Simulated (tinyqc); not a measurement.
Hueckel theory of the pi electrons, for the molecule NC(Cl)=C1C=C1 (SMILES; centres numbered as the heavy atoms are written), step by step. Computed by tinyqc, a small Python program that keeps every step. Settings: charge = 0. Command: `OMP_NUM_THREADS=1 python tinyqc.py 22441 22442 out.jsonl` (the two numbers bound the seeds that draw the settings). One thread of a shared host (Intel(R) Xeon(R) Processor @ 2.60GHz), about 0.01 s of CPU time with the checks.

## The Hueckel matrix

Centres:
```
centre  z_r, pi electrons of the neutral centre         h
1N                                            2  1.470000
2C                                            1  0.000000
3Cl                                           2  1.940000
4C                                            1  0.000000
5C                                            1  0.000000
6C                                            1  0.000000
```

Bonds:
```
i  j         k
1  2  0.900000
2  3  0.370000
2  4         1
4  5         1
5  6         1
6  4         1
```

H_rr = alpha + h_r beta, H_rs = k_rs beta for bonded centres.

Hueckel matrix in units of beta (H = alpha + beta A), order 1N, 2C, 3Cl, 4C, 5C, 6C:
$$\begin{pmatrix}
1.470000 & 0.900000 & 0.000000 & 0.000000 & 0.000000 & 0.000000 \\
0.900000 & 0.000000 & 0.370000 & 1.000000 & 0.000000 & 0.000000 \\
0.000000 & 0.370000 & 1.940000 & 0.000000 & 0.000000 & 0.000000 \\
0.000000 & 1.000000 & 0.000000 & 0.000000 & 1.000000 & 1.000000 \\
0.000000 & 0.000000 & 0.000000 & 1.000000 & 0.000000 & 1.000000 \\
0.000000 & 0.000000 & 0.000000 & 1.000000 & 1.000000 & 0.000000
\end{pmatrix}$$

## Orbitals

pi electrons, sum of z_r less the charge = 8

Diagonalise; E = alpha + x beta with beta < 0, so the largest x are filled first; degenerate levels share their electrons. P = sum n_i c_ri c_si; each orbital has its largest coefficient positive (the first on a tie).

x values: [2.360074, 1.957358, 1.717751, -0.055683, -1.000000, -1.569500]

occupations: [2.000000, 2.000000, 2.000000, 2.000000, 0.000000, 0.000000]

coefficients, order 1N, 2C, 3Cl, 4C, 5C, 6C:
$$\begin{pmatrix}
0.433997 & 0.072873 & 0.788180 & -0.396914 & 0.000000 & 0.166033 \\
0.429211 & 0.039462 & 0.216969 & 0.672849 & 0.000000 & -0.560731 \\
0.378047 & 0.841161 & -0.361210 & -0.124746 & 0.000000 & 0.059117 \\
0.482494 & -0.299575 & -0.203016 & 0.365912 & 0.000000 & 0.708764 \\
0.354756 & -0.312919 & -0.282850 & -0.346612 & 0.707107 & -0.275837 \\
0.354756 & -0.312919 & -0.282850 & -0.346612 & -0.707107 & -0.275837
\end{pmatrix}$$

charge and bond-order matrix P, order 1N, 2C, 3Cl, 4C, 5C, 6C:
$$\begin{pmatrix}
1.944866 & 0.186200 & -0.019631 & -0.235357 & 0.091596 & 0.091596 \\
0.186200 & 1.371162 & 0.066297 & 0.794852 & -0.309341 & -0.309341 \\
-0.019631 & 0.066297 & 1.993010 & -0.083800 & 0.032613 & 0.032613 \\
-0.235357 & 0.794852 & -0.083800 & 0.995307 & 0.391007 & 0.391007 \\
0.091596 & -0.309341 & 0.032613 & 0.391007 & 0.847828 & 0.847828 \\
0.091596 & -0.309341 & 0.032613 & 0.391007 & 0.847828 & 0.847828
\end{pmatrix}$$

## Energy, charges, bond orders

E = sum n x; q_r = z_r - P_rr; bond order p = P_rs; free valence = sqrt(3) - sum of p over the bonds of the atom.

pi energy = 8 alpha + this times beta = 11.959001

pi charges: 1N 0.055134, 2C -0.371162, 3Cl 0.006990, 4C 0.004693, 5C 0.152172, 6C 0.152172

Bond orders and lengths from R = 1.517 - 0.180 p (angstrom, C-C alone):
```
bond         p         R
1-2   0.186200         -
2-3   0.066297         -
2-4   0.794852  1.373927
4-5   0.391007  1.446619
5-6   0.847828  1.364391
6-4   0.391007  1.446619
```

free valence of the carbons: 2C 0.684702, 4C 0.155184, 5C 0.493216, 6C 0.493216

gap between the highest filled and the next level = 0.944317 |beta|
